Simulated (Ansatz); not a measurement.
CH₅AlS⁻, that is AlH2(SMe) with one electron more. The state is a doublet with charge -1. Geometry r2SCAN-D4/def2-TZVP, that of the neutral singlet; atoms count from 1.

| atom | x (Å) | y (Å) | z (Å) |
| --- | --- | --- | --- |
| Al1 | 1.6017 | -0.4255 | 0.5510 |
| H2 | 0.7832 | -1.0025 | 1.7783 |
| H3 | 3.1728 | -0.4841 | 0.4039 |
| S4 | 0.4885 | 0.5109 | -1.0584 |
| C5 | -1.2499 | 0.3672 | -0.4944 |
| H6 | -1.3193 | -0.1530 | 0.4600 |
| H7 | -1.8122 | -0.1817 | -1.2481 |
| H8 | -1.6647 | 1.3688 | -0.3924 |

The highest occupied level of the charge -1 doublet lies above zero (up to 1.67 eV). By energy differences it is unbound by 0.11 eV (vertical, against the charge 0 singlet, at PBE0-D4/def2-TZVPD) and held by the finite basis.

Estimate the Mulliken populations from the PBE0/def2-TZVPD orbitals of Ansatz.


```
atom  charge (e)  spin (α − β)
 Al1       -0.43          0.83
  H2       -0.05         -0.03
  H3       -0.11         -0.02
  S4       -0.51          0.22
  C5       -0.36         -0.04
  H6        0.16          0.02
  H7        0.15          0.00
  H8        0.15          0.00
```
Mulliken values depend strongly on the basis. With diffuse functions, as here, like atoms can get unlike values, and bond orders can come out too low or too high.

Where does the spin sit?

Summed by element: Al 0.83, H -0.01, S 0.22, C -0.04, of 1 unpaired in all. Largest on single atoms: Al1 0.83, S4 0.22, C5 -0.04.

And the Mayer bond orders between heavy atoms (over 0.3)?

Al1–S4 1.43 (2.17 Å); S4–C5 0.82 (1.83 Å).
